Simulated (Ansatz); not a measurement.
Input file:

```yaml
crystal:
  periodic: [false, false, false]
  atoms:
    - {symbol: Ta, position_ang: [0.000000, 0.000000, 0.000000]}
    - {symbol: O, position_ang: [0.000000, 0.000000, 1.698600]}
basis:
  gaussian: {orbitals: def2-SVP, fitting: {mean_field: def2-universal-jkfit}}
magnetization: {spin_polarized: false, initial_magnetization: 1}
hamiltonian: {xc: hf}
output: {orbitals: {seedname: orbitals}}
```

```sh
$ ansatz run in.yaml --threads 1 --pin off --events-out ev --progress --plain --max-ram 2393MiB
```

Log:

```
304 factors; integrals over basis functions are off by at most 9.3e-2 eV
mean field evaluation 1: about -3561.4460 eV, gradient 5.4e1 eV
mean field evaluation 2: about -3549.4839 eV, gradient 9.9e1 eV
mean field evaluation 4: about -3568.3327 eV, gradient 8.0e-1 eV
mean field evaluation 8: about -3537.1840 eV, gradient 6.9e2 eV
mean field evaluation 16: about -3565.0487 eV, gradient 1.4e1 eV
mean field evaluation 32: about -3562.4225 eV, gradient 2.8e1 eV
mean field evaluation 64: about -3552.1932 eV, gradient 1.7e1 eV
mean field -3568.33723891 eV, -131.1339748242 hartree, gradient 1.9e-5 eV, S^2 0.750000; 0 other end points of the search recorded, 0 dependent functions left out
reference -3568.33723891 eV, -131.1339748242 hartree; 11, 10 occupied and 35, 36 virtual orbitals, 304 factors
Total energy: -3568.33723891 eV, -131.1339748242 hartree
```

Ran on 1 thread of AMD EPYC 9R45, shared host: 0.21 s wall, 0.08 GiB peak host memory.
